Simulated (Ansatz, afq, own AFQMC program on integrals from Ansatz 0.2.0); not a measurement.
## CH2N, quartet: AFQMC among the cluster methods

```csv
atom,x (Å),y (Å),z (Å)
N,0.0000,0.0000,0.5481
C,0.0000,0.0000,-0.8171
H,0.0000,0.8633,1.0602
H,0.0000,-0.8633,1.0602
```

Connectivity, by distances: NH2–C.

Basis cc-pVDZ. Noble-gas cores (and the filled d shells of Ga–Kr and In–Xe) are frozen. Integrals, coupled cluster, full CI and functionals: Ansatz 0.2.0; the random walks run on the same integrals in our own AFQMC program. The CISD trial takes its coefficients from CCSD amplitudes. Released means that phaseless walkers are propagated on without the constraint, phases kept. Free projection: walkers drawn from exp(T), propagated without any constraint. Its projection time is finite, and what remains of the start isn't in its error. Error bars are statistical, one sigma.

Determinant: UHF, the one that the program's search chose, which needn't be the lowest solution. The geometry is a PBE0/def2-TZVP stationary point of this or a neighbouring charge and spin state.

No full CI on the walks' own integrals is used here; CCSDT(Q) serves as the reference and is uncertain by about the last step of the cluster series.

Cautions: another spin lies lower (by 3.66 eV); the released energies are still falling, so no released level is given (meV from the phaseless value at times in 1/Eh: -1.0 ± 1.2 at 0.24, -3.5 ± 2.1 at 0.51, -5.3 ± 2.0 at 0.99, -9 ± 3 at 1.62, 54 ± 71 at 2.40), though the last usable value meets CCSDT(Q) within the noise.

```
T1 diagnostic                               : 0.0161
weight of the determinant in the CISD state : 0.915
⟨S²⟩ of the determinant                     : 3.758
size of the correlated space                : 11 electrons in 36 orbitals
```

```tsv
level	correlation energy (eV)
MP2	-6.1076
CCSD	-6.7107
CCSD(T)	-6.8636
```

Task: Estimate where phaseless AFQMC with the Hartree–Fock trial lies against CCSD(T) on the same integrals.

Result: 1.82 ± 0.89 mEh below CCSD(T).

Reference: CCSDT(Q), correlation energy -6.891 eV.

```csv
level,E − E(reference) (mEh),share of correlation (%)
CCSD(T),0.99,99.61
CCSDT,0.47,99.81
ph-AFQMC/HF,-0.82 ± 0.89,100.33
ph-AFQMC/CISD,0.20 ± 0.09,99.92
free AFQMC,-0.12 ± 0.09,100.05
```

Free projections are given only where their last times agree within the noise and don't stop above the reference; a slow remainder of the start can still hide under it. A walk keeps the symmetry of its determinant, which the program's search chose and which needn't be the lowest solution, so a lower state of the same spin and another symmetry isn't excluded.
